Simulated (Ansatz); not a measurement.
Calculated with Ansatz (gas phase, PBE0-D4/def2-TZVP geometries, no zero-point term in ΔE). CCSD(T)/CBS is the MP2 limit (def2-TZVPP, def2-QZVPP) plus CCSD(T) − MP2 in def2-TZVPP, frozen cores. Functionals use def2-TZVPP. B3LYP here is the variant with VWN-RPA as its local correlation; programs differ in this. One conformer a species, not always the lowest.

Reaction (isomerisation): `FCC=C=S` → `FCC1=CS1`

```json
{"level": "PBE-D4", "ΔE (kJ/mol)": "136.5", "difference from CCSD(T)/CBS": "9.9"}
{"level": "revPBE-D4", "ΔE (kJ/mol)": "135.6", "difference from CCSD(T)/CBS": "9.0"}
{"level": "BLYP-D4", "ΔE (kJ/mol)": "150.6", "difference from CCSD(T)/CBS": "24.0"}
{"level": "PBE0-D4", "ΔE (kJ/mol)": "129.2", "difference from CCSD(T)/CBS": "2.6"}
{"level": "B3LYP-D4", "ΔE (kJ/mol)": "144.1", "difference from CCSD(T)/CBS": "17.5"}
{"level": "r2SCANh-D4", "ΔE (kJ/mol)": "141.3", "difference from CCSD(T)/CBS": "14.7"}
{"level": "r2SCAN0-D4", "ΔE (kJ/mol)": "135.5", "difference from CCSD(T)/CBS": "8.9"}
{"level": "BHLYP-D4", "ΔE (kJ/mol)": "138.6", "difference from CCSD(T)/CBS": "12.0"}
{"level": "CAM-B3LYP-D4", "ΔE (kJ/mol)": "136.7", "difference from CCSD(T)/CBS": "10.1"}
{"level": "ωB97X-V", "ΔE (kJ/mol)": "123.3", "difference from CCSD(T)/CBS": "-3.3"}
{"level": "ωB97M-V", "ΔE (kJ/mol)": "127.7", "difference from CCSD(T)/CBS": "1.1"}
{"level": "MP2/def2-SVP", "ΔE (kJ/mol)": "142.1", "difference from CCSD(T)/CBS": "15.5"}
{"level": "CCSD/def2-SVP", "ΔE (kJ/mol)": "142.8", "difference from CCSD(T)/CBS": "16.2"}
{"level": "CCSD/def2-TZVPP", "ΔE (kJ/mol)": "131.2", "difference from CCSD(T)/CBS": "4.6"}
{"level": "CCSD(T)/def2-TZVPP", "ΔE (kJ/mol)": "133.3", "difference from CCSD(T)/CBS": "6.7"}
{"level": "HF/CBS(def2)", "ΔE (kJ/mol)": "137.3", "difference from CCSD(T)/CBS": "10.7"}
{"level": "CCSD(T)/CBS", "ΔE (kJ/mol)": "126.6", "difference from CCSD(T)/CBS": "0"}
```

Largest T1 diagnostic among the species: 0.015.

At CCSD(T), def2-SVP lies +19.5 kJ/mol from the extrapolated value and def2-TZVPP +6.7 kJ/mol. From PBE to PBE0 (25 % exact exchange), in def2-TZVPP and without D4, ΔE moves by −7.5 kJ/mol.
